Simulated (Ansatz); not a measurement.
# BO: the cost of one run

Method: the levels named in each step, in Ansatz 0.2.0.

## 1. The starting structure

Bond lengths: B1–O2 1.185 Å.

As a file:

```xyz
2

B     0.0000    0.0000    0.0000
O     0.0000    0.0000    1.1849
```

## 2. A rough first relaxation, PBE-D4/def2-SVP

This run stands in another session on the same molecule. It ended at:

```xyz
2

B     0.0000    0.0000   -0.0155
O     0.0000    0.0000    1.2004
```

## 3. Relaxation, PBE0-D4/def2-TZVPP

This run stands in another session on the same molecule. It ended at:

```xyz
2

B     0.0000    0.0000   -0.0078
O     0.0000    0.0000    1.1927
```

## 4. Frequencies, PBE0-D4/def2-TZVPP

input.yaml

```yaml
crystal:
  periodic: [false, false, false]
  atoms:
    - { symbol: B, position_ang: [0.0, 0.0, -0.00784527] }
    - { symbol: O, position_ang: [0.0, 0.0, 1.19273527] }
magnetization:
  spin_polarized: true
  initial_magnetization: 1
basis:
  gaussian: { orbitals: def2-TZVPP }
hamiltonian:
  xc: pbe0
  dispersion: d4
phonons: {}
```

Launch:

```
> ansatz run input.yaml --threads 1 --pin off --max-ram 2560MiB --backend cpu --events-out ev --progress --plain --runs-dir out
```

**Question.** How long does this run take on 1 thread of Intel Xeon at 2.50GHz (Skylake/Cascade Lake), shared host, and how much memory does it need?

About 13 s, with a peak of 0.11 GiB.
